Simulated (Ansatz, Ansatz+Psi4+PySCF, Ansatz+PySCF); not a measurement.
```csv
atom,x (Å),y (Å),z (Å)
C,0.0000,0.4763,-0.1574
F,-1.1003,-0.2527,0.0221
H,0.0000,1.4630,0.4140
F,1.1003,-0.2527,0.0221
```

Basis set: cc-pVTZ (spherical functions). Correlated methods keep 3 orbitals frozen. Correlation on ROHF uses semicanonical orbitals with singles. Charge 0, multiplicity 2.

Computed with Ansatz (development build ahead of 0.2.0); each method stands on the lowest determinant of its kind that the runs found.

Give the atomization energy at this shape (free ground-state atoms in the same class of orbitals less the molecule, no zero-point energy) of doublet CHF2 by ROHF-CCSD(T), ROHF-MP2.

```
      method  atomization energy
ROHF-CCSD(T)            13.75 eV
    ROHF-MP2            14.34 eV
```
